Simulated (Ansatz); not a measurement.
A nudged elastic band was laid between two geometries of H2N + H3N (7 atoms, charge 0, multiplicity 2).

All numbers below come from UKS BLYP-D4/def2-SVP (Ansatz).

```json
{
 "movable images": "9",
 "climbing image": "yes",
 "spring": "5.0 eV/Å²",
 "optimiser": "quadratic models (default)",
 "start path": "through a guess of the saddle point",
 "force threshold": "0.05 eV/Å",
 "iteration limit": "60",
 "end points": "relaxed"
}
```

Image 0:

```xyz
7
Properties=species:S:1:pos:R:3
H 0.124 1.228 -1.025
N 0.068 0.246 -1.334
N -0.548 -0.544 1.164
H -0.527 -0.257 -0.631
H 1.021 -0.135 -1.239
H -0.523 0.390 1.632
H 0.386 -0.929 1.434
```

Image 10:

```xyz
7
Properties=species:S:1:pos:R:3
H -0.611 0.554 0.244
N 0.094 0.166 -1.385
N -0.490 0.250 1.241
H 0.006 -0.867 -1.525
H 1.131 0.271 -1.309
H 0.503 0.398 1.476
H -0.634 -0.771 1.258
```

What changes between the two ends?

Bonds broken: H1–N2. Bonds formed: H1–N3.  The two ends are copies of one structure, up to a mirror image or an exchange of like atoms.

What energy profile does the band end with?

The run converged. The highest image is number 5 of 0 to 10, 0.134 eV above the ends, which have the same energy within 2 meV. The profile has 3 maxima (images 2, 5, 8) with wells between them (images 4, 6): this band takes more than one step, which may be the mechanism or a detour left from its start path. A vibrational analysis at the climbing image gives one clearly imaginary mode, 1199i cm⁻¹: a first-order saddle point.

| image | path coordinate (Å) | energy (eV) | H1–N2 (Å) | H1–N3 (Å) |
| --- | --- | --- | --- | --- |
| 0 | 0.00 | 0.000 | 1.03 | 2.90 |
| 1 | 1.11 | 0.079 | 1.03 | 2.41 |
| 2 | 2.22 | 0.126 | 1.05 | 1.92 |
| 3 | 3.33 | 0.111 | 1.05 | 1.90 |
| 4 | 4.44 | 0.043 | 1.05 | 1.85 |
| 5 | 5.55 | 0.134 | 1.27 | 1.26 |
| 6 | 6.76 | 0.052 | 1.87 | 1.05 |
| 7 | 7.98 | 0.119 | 1.91 | 1.05 |
| 8 | 9.19 | 0.121 | 1.91 | 1.05 |
| 9 | 10.41 | 0.059 | 1.85 | 1.05 |
| 10 | 11.63 | 0.000 | 1.82 | 1.05 |

What is the geometry of the highest image?


```xyz
7
Properties=species:S:1:pos:R:3:forces:R:3
H 0.530 -0.290 0.029 -0.01 0.00 0.01
N 0.437 0.027 -1.193 0.02 -0.02 -0.01
N 0.116 -0.330 1.221 0.03 -0.01 0.00
H 0.266 1.051 -1.223 -0.01 0.00 0.00
H -0.459 -0.375 -1.531 -0.01 0.01 0.00
H -0.838 -0.737 1.193 -0.01 0.01 0.00
H -0.052 0.655 1.504 -0.01 0.00 0.00
```

The band took 20 iterations and of the order of 5 core-minutes.

The run took 5 min on 1 CPU thread of a shared host.
